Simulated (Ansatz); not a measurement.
```yaml
crystal:
  periodic: [false, false, false]
  atoms:
    - {symbol: N, position_ang: [-1.350196, -0.245485, -0.001956]}
    - {symbol: Si, position_ang: [0.128781, 0.489297, 0.003643]}
    - {symbol: N, position_ang: [1.258803, -0.736205, -0.005335]}
    - {symbol: H, position_ang: [-2.318349, 0.008034, -0.000173]}
basis:
  gaussian: {orbitals: def2-TZVP}
magnetization: {spin_polarized: true, initial_magnetization: 3}
hamiltonian: {xc: pbe0}
relax: {f_tol: 0.004, max_steps: 80}
```

```sh
$ ansatz run in.yaml --threads 1 --pin off --events-out ev --progress --plain --max-ram 2176MiB
```

Steps of the relaxation (energy above the last step; positions in Å, forces in eV/Å):

```
4
step 1, 209.9 meV
N    -1.350   -0.245   -0.002    1.561    0.372    0.003
Si    0.129    0.489    0.004   -2.946    1.558    0.011
N     1.259   -0.736   -0.005    1.767   -2.041   -0.015
H    -2.318    0.008    0.000   -0.383    0.111    0.001
```

```
4
step 2, 101.8 meV
N    -1.342   -0.241   -0.002    0.863    0.387    0.003
Si    0.113    0.504    0.004   -1.970    0.940    0.007
N     1.268   -0.752   -0.005    1.163   -1.322   -0.010
H    -2.319    0.004    0.000   -0.056   -0.006    0.000
```

```
4
step 3, 8.5 meV
N    -1.330   -0.225   -0.002   -0.328    0.068    0.000
Si    0.077    0.529    0.004   -0.014    0.266    0.002
N     1.287   -0.783   -0.006    0.275   -0.236   -0.002
H    -2.315   -0.005    0.000    0.067   -0.097   -0.001
```

```
4
step 7, 0.0 meV
N    -1.336   -0.184   -0.001    0.004    0.001    0.000
Si    0.086    0.538    0.004   -0.002    0.001    0.000
N     1.301   -0.802   -0.006   -0.001   -0.001    0.000
H    -2.331   -0.037   -0.001    0.000    0.000    0.000
```

Close pairs at the end: N1–H4 1.005 Å, N1–Si2 1.595 Å, Si2–N3 1.809 Å.

A stationary point of unrestricted PBE0 after 7 steps, with ⟨S²⟩ = 3.784 against 3.75 for a pure state; no frequencies were run, so it isn't proven a minimum. 15 s on 1 thread of Intel Xeon 6975P-C, shared host.
